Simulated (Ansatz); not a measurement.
Basis-set extrapolation for C$_{3}$H$_{3}$F$_{2}$N (`FCC1=C(F)N1`) (PBE0-D4/def2-TZVP geometry, frozen core, the Gaussian-basis code of Ansatz). Multiplicity 1, RHF reference.

|  | def2-TZVPP | def2-QZVPP |
| --- | --- | --- |
| HF | -368.665906 | -368.682049 |
| MP2 correlation | -1.175175 | -1.268220 |
| CCSD(T) correlation | -1.239117 | not run |

Energies in hartree. Use E(X) = E(∞) + A·exp(−7.88·√X) for Hartree–Fock and E(X) = E(∞) + B·X^(−2.97) for correlation, with X = 3 and 4, and add CCSD(T) minus MP2 of the smaller set to the MP2 limit.

What is the CCSD(T) energy at the basis-set limit?

HF limit: -368.682049 + (-0.016143) × 0.13774 = -368.68427. MP2 limit: -1.268220 + (-0.093045) × 0.74074 = -1.33714. Higher-order term: -1.239117 − (-1.175175) = -0.06394. Total: -370.08535 hartree, 473.4 kJ/mol below CCSD(T)/def2-TZVPP.
